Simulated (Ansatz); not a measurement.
Two isomers of C4H6O2: A = `C=CC(=O)OC`, B = `C#COC(C)O`.

Computed with Ansatz on PBE0-D4/def2-TZVP structures; ΔE is electronic, products minus reactants. CCSD(T)/CBS adds triple-zeta CCSD(T) − MP2 to the extrapolated MP2 energy (def2 sets, frozen cores). DFT in def2-TZVPP. B3LYP here is the variant with VWN-RPA as its local correlation; programs differ in this. Each species was taken in one conformer, which may not be the lowest.

(1) Which isomer does CCSD(T)/CBS put lower? Give the gap. (Estimate.)

(2) Give E(B) − E(A) in kJ/mol with B2PLYP, r2SCAN-D4, ωB97M-V, CCSD/def2-TZVPP, BLYP-D4, B3LYP-D4, HF/def2-TZVPP. (An estimate is asked.)

(3) Does the order hold for the free energy at 298.15 K (harmonic terms from PBE0-D4)? (Best estimate.)

Largest T1 diagnostic: 0.015.

Answers

(1) Computed: A, by 189.9 kJ/mol.

(2) The calculation gave: B2PLYP 196.5, r2SCAN-D4 205.1, ωB97M-V 193.2, CCSD/def2-TZVPP 191.4, BLYP-D4 204.7, B3LYP-D4 201.8, HF/def2-TZVPP 204.2. None reverses the order clearly.

(3) The calculation gave: Yes: G(B) − G(A) = +185.3 kJ/mol, for one conformer each.

From BLYP to BHLYP (50 % exact exchange), in def2-TZVPP and without D4, E(B) − E(A) moves by −3.0 kJ/mol. Leaving LDA and LC-ωPBE aside and taking each functional with its dispersion term where it has one, the values, not all of them listed here, spread over 15.1 kJ/mol, from ωB97M-V to B97M-V. LDA lies −9.6 kJ/mol from PBE without D4.
